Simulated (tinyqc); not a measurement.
ROHF in the sto-6g basis, for CH3, spin multiplicity 2, step by step (part 1 of 3). Computed by tinyqc, a small Python program that keeps every step (integrals from PySCF). Settings: charge = 0, multiplicity = 2, basis = sto-6g, energy threshold = 1e-08, iteration cap = 62, orthogonalisation = canonical, start = core, DIIS depth = 4, method = ROHF. Command: `OMP_NUM_THREADS=1 python tinyqc.py 29327 29328 out.jsonl` (the two numbers bound the seeds that draw the settings). One thread of a shared host (Intel(R) Xeon(R) Processor @ 2.60GHz), about 0.2 s of CPU time with the checks. Later iterations appear only in the table of the cycle.

## One-electron integrals

Geometry (angstrom):
```
atom          x          y         z
C      0.000000   0.000000  0.035000
H      1.161000   0.000000  0.000000
H     -0.580000   1.005000  0.000000
H     -0.580000  -1.005000  0.000000
```

Basis sto-6g: exponents (1/bohr^2) and contraction coefficients of normalised primitives:
```
element  l (shell)    exponent  coefficient
C            s (1)  742.737049     0.009164
C            s (1)  136.180025     0.049361
C            s (1)   38.098264     0.168538
C            s (1)   13.087782     0.370563
C            s (1)    5.082369     0.416492
C            s (1)    2.093200     0.130334
C            s (2)   30.497239    -0.013253
C            s (2)    6.036200    -0.046992
C            s (2)    1.876046    -0.033785
C            s (2)    0.721783     0.250242
C            s (2)    0.313471     0.595117
C            s (2)    0.143687     0.240706
C            p (3)   30.497239     0.003760
C            p (3)    6.036200     0.037679
C            p (3)    1.876046     0.173897
C            p (3)    0.721783     0.418036
C            p (3)    0.313471     0.425860
C            p (3)    0.143687     0.101708
H            s (1)   35.523221     0.009164
H            s (1)    6.513144     0.049361
H            s (1)    1.822143     0.168538
H            s (1)    0.625955     0.370563
H            s (1)    0.243077     0.416492
H            s (1)    0.100112     0.130334
```

Overlap, kinetic and nuclear-attraction integrals over the contracted functions; the nuclear repulsion is the sum of Za Zb / Rab.

nuclear repulsion = 8.99335710 hartree

overlap S, lower triangle:
```
           1C 1s     1C 2s     1C 2px     1C 2py     1C 2pz     2H 1s     3H 1s     4H 1s
1C 1s   1.000000
1C 2s   0.243228  1.000000
1C 2px  0.000000  0.000000   1.000000
1C 2py  0.000000  0.000000   0.000000   1.000000
1C 2pz  0.000000  0.000000   0.000000   0.000000   1.000000
2H 1s   0.054835  0.451045   0.441729   0.000000  -0.013317  1.000000
3H 1s   0.054916  0.451401  -0.220915   0.382792  -0.013331  0.117950  1.000000
4H 1s   0.054916  0.451401  -0.220915  -0.382792  -0.013331  0.117950  0.117997  1.000000
```

kinetic energy T (hartree), lower triangle:
```
            1C 1s     1C 2s     1C 2px     1C 2py     1C 2pz      2H 1s      3H 1s     4H 1s
1C 1s   16.068641
1C 2s   -0.492789  0.492405
1C 2px   0.000000  0.000000   1.479234
1C 2py   0.000000  0.000000   0.000000   1.479234
1C 2pz   0.000000  0.000000   0.000000   0.000000   1.479234
2H 1s   -0.008892  0.084534   0.220945   0.000000  -0.006661   0.768522
3H 1s   -0.008884  0.084721  -0.110611   0.191662  -0.006675  -0.011689   0.768522
4H 1s   -0.008884  0.084721  -0.110611  -0.191662  -0.006675  -0.011689  -0.011687  0.768522
```

nuclear attraction V (hartree), lower triangle:
```
             1C 1s      1C 2s     1C 2px     1C 2py     1C 2pz      2H 1s      3H 1s      4H 1s
1C 1s   -35.375229
1C 2s    -3.950981  -6.499474
1C 2px    0.000013   0.000086  -6.555282
1C 2py    0.000000   0.000000   0.000000  -6.555477
1C 2pz    0.001425   0.014245  -0.000005   0.000000  -6.386996
2H 1s    -1.000216  -2.447333  -2.223778   0.000000   0.070125  -4.455326
3H 1s    -1.001710  -2.449757   1.112410  -1.927534   0.070217  -0.582091  -4.456736
4H 1s    -1.001710  -2.449757   1.112410   1.927534   0.070217  -0.582091  -0.582448  -4.456736
```

core Hamiltonian H = T + V (hartree), lower triangle:
```
             1C 1s      1C 2s     1C 2px     1C 2py     1C 2pz      2H 1s      3H 1s      4H 1s
1C 1s   -19.306589
1C 2s    -4.443770  -6.007069
1C 2px    0.000013   0.000086  -5.076048
1C 2py    0.000000   0.000000   0.000000  -5.076243
1C 2pz    0.001425   0.014245  -0.000005   0.000000  -4.907761
2H 1s    -1.009108  -2.362799  -2.002833   0.000000   0.063465  -3.686803
3H 1s    -1.010594  -2.365036   1.001800  -1.735873   0.063542  -0.593780  -3.688213
4H 1s    -1.010594  -2.365036   1.001800   1.735873   0.063542  -0.593780  -0.594136  -3.688213
```

## Two-electron integrals

Functions are numbered as in S; the eight-fold symmetry (ij|kl) = (ji|kl) = (kl|ij) leaves the list below.

Two-electron integrals (ij|kl) in chemists' order, unique and non-zero (hartree):
```
(11|11) 3.543743    (21|11) 0.529462    (21|21) 0.100317    (22|11) 0.853596
(22|21) 0.199930    (22|22) 0.624844    (31|31) 0.021271    (32|31) 0.031868
(32|32) 0.138108    (33|11) 0.853598    (33|21) 0.199930    (33|22) 0.624843
(33|33) 0.673218    (41|41) 0.021271    (42|41) 0.031868    (42|42) 0.138108
(43|43) 0.036281    (44|11) 0.853598    (44|21) 0.199930    (44|22) 0.624843
(44|33) 0.600655    (44|44) 0.673218    (51|51) 0.021271    (52|51) 0.031868
(52|52) 0.138108    (53|53) 0.036281    (54|54) 0.036281    (55|11) 0.853598
(55|21) 0.199930    (55|22) 0.624843    (55|33) 0.600655    (55|44) 0.600655
(55|55) 0.673218    (61|11) 0.125885    (61|21) 0.022955    (61|22) 0.044987
(61|31) 0.001504    (61|32) 0.002908    (61|33) 0.045327    (61|44) 0.044817
(61|51) -0.000045   (61|52) -0.000088   (61|53) -0.000015   (61|55) 0.044817
(61|61) 0.005402    (62|11) 0.297073    (62|21) 0.070589    (62|22) 0.242413
(62|31) 0.007172    (62|32) 0.047589    (62|33) 0.253817    (62|44) 0.236702
(62|51) -0.000216   (62|52) -0.001435   (62|53) -0.000516   (62|55) 0.236718
(62|61) 0.016663    (62|62) 0.123621    (63|11) 0.253848    (63|21) 0.061173
(63|22) 0.222441    (63|31) 0.012974    (63|32) 0.079045    (63|33) 0.244649
(63|44) 0.211330    (63|51) -0.000161   (63|52) -0.001213   (63|53) -0.000724
(63|55) 0.211343    (63|61) 0.015149    (63|62) 0.134705    (63|63) 0.159245
(64|41) 0.007620    (64|42) 0.038820    (64|43) 0.009320    (64|54) -0.000281
(64|64) 0.015183    (65|11) -0.007653   (65|21) -0.001844   (65|22) -0.006706
(65|31) -0.000161   (65|32) -0.001213   (65|33) -0.006813   (65|44) -0.006371
(65|51) 0.007625    (65|52) 0.038856    (65|53) 0.009333    (65|55) -0.006933
(65|61) -0.000457   (65|62) -0.004061   (65|63) -0.004343   (65|65) 0.015313
(66|11) 0.447718    (66|21) 0.108467    (66|22) 0.422207    (66|31) 0.013912
(66|32) 0.122893    (66|33) 0.466617    (66|44) 0.399971    (66|51) -0.000419
(66|52) -0.003705   (66|53) -0.002009   (66|55) 0.400032    (66|61) 0.026062
(66|62) 0.272536    (66|63) 0.328195    (66|65) -0.009894   (66|66) 0.774999
(71|11) 0.126073    (71|21) 0.022989    (71|22) 0.045053    (71|31) -0.000753
(71|32) -0.001456   (71|33) 0.045010    (71|41) 0.001304    (71|42) 0.002522
(71|43) -0.000221   (71|44) 0.045266    (71|51) -0.000045   (71|52) -0.000088
(71|53) 0.000008    (71|54) -0.000013   (71|55) 0.044883    (71|61) 0.005235
(71|62) 0.015559    (71|63) 0.013158    (71|64) 0.000579    (71|65) -0.000427
(71|66) 0.023750    (71|71) 0.005418    (72|11) 0.297378    (72|21) 0.070661
(72|22) 0.242642    (72|31) -0.003589   (72|32) -0.023806   (72|33) 0.241207
(72|41) 0.006218    (72|42) 0.041250    (72|43) -0.007415   (72|44) 0.249776
(72|51) -0.000217   (72|52) -0.001437   (72|53) 0.000258    (72|54) -0.000447
(72|55) 0.236943    (72|61) 0.015552    (72|62) 0.087702    (72|63) 0.074986
(72|64) 0.010399    (72|65) -0.002804   (72|66) 0.150192    (72|71) 0.016704
(72|72) 0.123830    (73|11) -0.126986   (73|21) -0.030601   (73|22) -0.111266
(73|31) 0.008968    (73|32) 0.048920    (73|33) -0.116868   (73|41) -0.002320
(73|42) -0.017426   (73|43) 0.011258    (73|44) -0.111216   (73|51) 0.000081
(73|52) 0.000607    (73|53) -0.000392   (73|54) 0.000192    (73|55) -0.105715
(73|61) -0.006071   (73|62) -0.028462   (73|63) -0.015405   (73|64) -0.002432
(73|65) 0.000894    (73|66) -0.040258   (73|71) -0.007590   (73|72) -0.067431
(73|73) 0.051252    (74|11) 0.220036    (74|21) 0.053024    (74|22) 0.192798
(74|31) -0.002320   (74|32) -0.017426   (74|33) 0.186345    (74|41) 0.011649
(74|42) 0.069058    (74|43) -0.010171   (74|44) 0.208869    (74|51) -0.000140
(74|52) -0.001052   (74|53) 0.000192    (74|54) -0.000614   (74|55) 0.183178
(74|61) 0.011678    (74|62) 0.070129    (74|63) 0.059670    (74|64) 0.017623
(74|65) -0.002195   (74|66) 0.120668    (74|71) 0.013151    (74|72) 0.116842
(74|73) -0.062447   (74|74) 0.123418    (75|11) -0.007663   (75|21) -0.001847
(75|22) -0.006714   (75|31) 0.000081    (75|32) 0.000607    (75|33) -0.006490
(75|41) -0.000140   (75|42) -0.001052   (75|43) 0.000192    (75|44) -0.006711
(75|51) 0.007634    (75|52) 0.038900    (75|53) -0.004669   (75|54) 0.008091
(75|55) -0.006942   (75|61) -0.000427   (75|62) -0.002804   (75|63) -0.002349
(75|64) -0.000323   (75|65) 0.010118    (75|66) -0.005088   (75|71) -0.000458
(75|72) -0.004069   (75|73) 0.002175    (75|74) -0.003768   (75|75) 0.015344
(76|11) 0.069499    (76|21) 0.016556    (76|22) 0.058702    (76|31) 0.000704
(76|32) 0.004932    (76|33) 0.059222    (76|41) 0.001218    (76|42) 0.008535
(76|43) 0.000379    (76|44) 0.059658    (76|51) -0.000085   (76|52) -0.000594
(76|53) -0.000080   (76|54) -0.000139   (76|55) 0.057226    (76|61) 0.003803
(76|62) 0.026640    (76|63) 0.026910    (76|64) 0.002881    (76|65) -0.000962
(76|66) 0.054697    (76|71) 0.003809    (76|72) 0.026659    (76|73) -0.010959
(76|74) 0.024759    (76|75) -0.000963   (76|76) 0.007052    (77|11) 0.447946
(77|21) 0.108521    (77|22) 0.422375    (77|31) -0.006960   (77|32) -0.061459
(77|33) 0.416788    (77|41) 0.012060    (77|42) 0.106493    (77|43) -0.028867
(77|44) 0.450148    (77|51) -0.000420   (77|52) -0.003709   (77|53) 0.001005
(77|54) -0.001742   (77|55) 0.400189    (77|61) 0.023727    (77|62) 0.150106
(77|63) 0.124596    (77|64) 0.025431    (77|65) -0.005084   (77|66) 0.262354
(77|71) 0.026114    (77|72) 0.272801    (77|73) -0.164175   (77|74) 0.284476
(77|75) -0.009907   (77|76) 0.054697    (77|77) 0.774999    (81|11) 0.126073
(81|21) 0.022989    (81|22) 0.045053    (81|31) -0.000753   (81|32) -0.001456
(81|33) 0.045010    (81|41) -0.001304   (81|42) -0.002522   (81|43) 0.000221
(81|44) 0.045266    (81|51) -0.000045   (81|52) -0.000088   (81|53) 0.000008
(81|54) 0.000013    (81|55) 0.044883    (81|61) 0.005235    (81|62) 0.015559
(81|63) 0.013158    (81|64) -0.000579   (81|65) -0.000427   (81|66) 0.023750
(81|71) 0.005243    (81|72) 0.015575    (81|73) -0.007084   (81|74) 0.011115
(81|75) -0.000427   (81|76) 0.003600    (81|77) 0.023761    (81|81) 0.005418
(82|11) 0.297378    (82|21) 0.070661    (82|22) 0.242642    (82|31) -0.003589
(82|32) -0.023806   (82|33) 0.241207    (82|41) -0.006218   (82|42) -0.041250
(82|43) 0.007415    (82|44) 0.249776    (82|51) -0.000217   (82|52) -0.001437
(82|53) 0.000258    (82|54) 0.000447    (82|55) 0.236943    (82|61) 0.015552
(82|62) 0.087702    (82|63) 0.074986    (82|64) -0.010399   (82|65) -0.002804
(82|66) 0.150192    (82|71) 0.015575    (82|72) 0.087778    (82|73) -0.046514
(82|74) 0.059780    (82|75) -0.002807   (82|76) 0.020214    (82|77) 0.150227
(82|81) 0.016704    (82|82) 0.123830    (83|11) -0.126986   (83|21) -0.030601
(83|22) -0.111266   (83|31) 0.008968    (83|32) 0.048920    (83|33) -0.116868
(83|41) 0.002320    (83|42) 0.017426    (83|43) -0.011258   (83|44) -0.111216
(83|51) 0.000081    (83|52) 0.000607    (83|53) -0.000392   (83|54) -0.000192
(83|55) -0.105715   (83|61) -0.006071   (83|62) -0.028462   (83|63) -0.015405
(83|64) 0.002432    (83|65) 0.000894    (83|66) -0.040258   (83|71) -0.007084
(83|72) -0.046514   (83|73) 0.034154    (83|74) -0.031060   (83|75) 0.001455
(83|76) -0.008261   (83|77) -0.084343   (83|81) -0.007590   (83|82) -0.067431
(83|83) 0.051252    (84|11) -0.220036   (84|21) -0.053024   (84|22) -0.192798
(84|31) 0.002320    (84|32) 0.017426    (84|33) -0.186345   (84|41) 0.011649
(84|42) 0.069058    (84|43) -0.010171   (84|44) -0.208869   (84|51) 0.000140
(84|52) 0.001052    (84|53) -0.000192   (84|54) -0.000614   (84|55) -0.183178
(84|61) -0.011678   (84|62) -0.070129   (84|63) -0.059670   (84|64) 0.017623
(84|65) 0.002195    (84|66) -0.120668   (84|71) -0.011115   (84|72) -0.059780
(84|73) 0.031060    (84|74) -0.031961   (84|75) 0.001874    (84|76) -0.014316
(84|77) -0.095242   (84|81) -0.013151   (84|82) -0.116842   (84|83) 0.062447
(84|84) 0.123418    (85|11) -0.007663   (85|21) -0.001847   (85|22) -0.006714
(85|31) 0.000081    (85|32) 0.000607    (85|33) -0.006490   (85|41) 0.000140
(85|42) 0.001052    (85|43) -0.000192   (85|44) -0.006711   (85|51) 0.007634
(85|52) 0.038900    (85|53) -0.004669   (85|54) -0.008091   (85|55) -0.006942
(85|61) -0.000427   (85|62) -0.002804   (85|63) -0.002349   (85|64) 0.000323
(85|65) 0.010118    (85|66) -0.005088   (85|71) -0.000427   (85|72) -0.002807
(85|73) 0.001455    (85|74) -0.001874   (85|75) 0.010129    (85|76) -0.000708
(85|77) -0.005090   (85|81) -0.000458   (85|82) -0.004069   (85|83) 0.002175
(85|84) 0.003768    (85|85) 0.015344    (86|11) 0.069499    (86|21) 0.016556
(86|22) 0.058702    (86|31) 0.000704    (86|32) 0.004932    (86|33) 0.059222
(86|41) -0.001218   (86|42) -0.008535   (86|43) -0.000379   (86|44) 0.059658
(86|51) -0.000085   (86|52) -0.000594   (86|53) -0.000080   (86|54) 0.000139
(86|55) 0.057226    (86|61) 0.003803    (86|62) 0.026640    (86|63) 0.026910
(86|64) -0.002881   (86|65) -0.000962   (86|66) 0.054697    (86|71) 0.003600
(86|72) 0.020214    (86|73) -0.008261   (86|74) 0.014316    (86|75) -0.000708
(86|76) 0.005586    (86|77) 0.034229    (86|81) 0.003809    (86|82) 0.026659
(86|83) -0.010959   (86|84) -0.024759   (86|85) -0.000963   (86|86) 0.007052
(87|11) 0.069546    (87|21) 0.016567    (87|22) 0.058736    (87|31) -0.001407
(87|32) -0.009858   (87|33) 0.059909    (87|44) 0.059038    (87|51) -0.000085
(87|52) -0.000595   (87|53) 0.000160    (87|55) 0.057259    (87|61) 0.003597
(87|62) 0.020207    (87|63) 0.016529    (87|65) -0.000708   (87|66) 0.034239
(87|71) 0.003811    (87|72) 0.026673    (87|73) -0.015961   (87|74) 0.021888
(87|75) -0.000963   (87|76) 0.005588    (87|77) 0.054723    (87|81) 0.003811
(87|82) 0.026673    (87|83) -0.015961   (87|84) -0.021888   (87|85) -0.000963
(87|86) 0.005588    (87|87) 0.007058    (88|11) 0.447946    (88|21) 0.108521
(88|22) 0.422375    (88|31) -0.006960   (88|32) -0.061459   (88|33) 0.416788
(88|41) -0.012060   (88|42) -0.106493   (88|43) 0.028867    (88|44) 0.450148
(88|51) -0.000420   (88|52) -0.003709   (88|53) 0.001005    (88|54) 0.001742
(88|55) 0.400189    (88|61) 0.023727    (88|62) 0.150106    (88|63) 0.124596
(88|64) -0.025431   (88|65) -0.005084   (88|66) 0.262354    (88|71) 0.023761
(88|72) 0.150227    (88|73) -0.084343   (88|74) 0.095242    (88|75) -0.005090
(88|76) 0.034229    (88|77) 0.262386    (88|81) 0.026114    (88|82) 0.272801
(88|83) -0.164175   (88|84) -0.284476   (88|85) -0.009907   (88|86) 0.054697
(88|87) 0.054723    (88|88) 0.774999
```

## Orthogonalisation

S = U s U^T; canonical form X = U s^(-1/2), so that X^T S X = 1. Each column of U has its largest component positive (the first on a tie).

eigenvalues of S: 0.304554  0.396446  0.396783  0.965533  1.001363  1.485283  1.485556  1.964481

X:
```
                1          2          3          4          5          6          7          8
1C 1s   -0.328926   0.000000  -0.000696   0.953214   0.186120   0.000051   0.000000   0.167417
1C 2s    1.380593   0.000000   0.002139  -0.019474   0.023665   0.000143   0.000000   0.461600
1C 2px  -0.002107   0.000000   1.060001   0.000092   0.000010   0.610827   0.000000  -0.000156
1C 2py   0.000000   1.060454   0.000000   0.000000   0.000000   0.000000   0.610770   0.000000
1C 2pz  -0.037371   0.000000  -0.000048  -0.198061   0.979841   0.000000   0.000000  -0.012384
2H 1s   -0.647978   0.000000  -0.966020  -0.170787  -0.033419   0.447495   0.000000   0.298584
3H 1s   -0.651147  -0.836016   0.481388  -0.170741  -0.033412  -0.223508   0.387369   0.298857
4H 1s   -0.651147   0.836016   0.481388  -0.170741  -0.033412  -0.223508  -0.387369   0.298857
```

## Starting guess

The start is the orbitals of the core Hamiltonian; D(s) = C_occ C_occ^T for each spin.

D(alpha) at the start, lower triangle:
```
            1C 1s      1C 2s     1C 2px     1C 2py    1C 2pz      2H 1s      3H 1s     4H 1s
1C 1s    1.074451
1C 2s   -0.333943   1.472830
1C 2px   0.000024  -0.000197   1.254177
1C 2py   0.000000   0.000000   0.000000   1.254556
1C 2pz   0.002376  -0.014192   0.000009   0.000000  1.000467
2H 1s    0.043658  -0.176278  -0.236158   0.000000  0.007245   0.065619
3H 1s    0.043692  -0.176435   0.118143  -0.204746  0.007256  -0.001082   0.065720
4H 1s    0.043692  -0.176435   0.118143   0.204746  0.007256  -0.001082  -0.001110  0.065720
```

D(beta) at the start, lower triangle:
```
            1C 1s      1C 2s     1C 2px     1C 2py    1C 2pz      2H 1s      3H 1s     4H 1s
1C 1s    1.074376
1C 2s   -0.333613   1.471376
1C 2px   0.000024  -0.000197   1.254177
1C 2py   0.000000   0.000000   0.000000   1.254556
1C 2pz   0.011030  -0.052300   0.000018   0.000000  0.001860
2H 1s    0.043666  -0.176316  -0.236158   0.000000  0.006262   0.065618
3H 1s    0.043701  -0.176473   0.118143  -0.204746  0.006271  -0.001083   0.065719
4H 1s    0.043701  -0.176473   0.118143   0.204746  0.006271  -0.001083  -0.001111  0.065719
```
